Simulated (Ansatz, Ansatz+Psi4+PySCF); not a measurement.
```yaml
atoms:
  - { symbol: O, position_ang: [0.0000, 0.0000, 0.6835] }
  - { symbol: C, position_ang: [0.0000, 0.0000, -0.5366] }
  - { symbol: H, position_ang: [0.0000, 0.9344, -1.1242] }
  - { symbol: H, position_ang: [0.0000, -0.9344, -1.1242] }
```

Basis set: cc-pVTZ (spherical functions). Frozen core: 2 orbitals. Charge 0, multiplicity 1.

Computed with Ansatz (development build ahead of 0.2.0); free ground-state atoms in the same class of orbitals, no zero-point energy, no relativity.

The atomization energy of singlet CH₂O from measured heats of formation, zero-point and thermal terms removed is 16.208 eV (G2/97 set, Curtiss et al., J. Chem. Phys. 106, 1063 (1997), as shipped with ASE); it holds spin-orbit and other relativistic effects.

(1) How far do RHF-CCSD(T), RHF-MP2 miss it in this basis?

## Answers

(1)

```csv
method,atomization energy (eV),computed − measured (eV)
RHF-CCSD(T),15.769,-0.439
RHF-MP2,16.162,-0.046
```
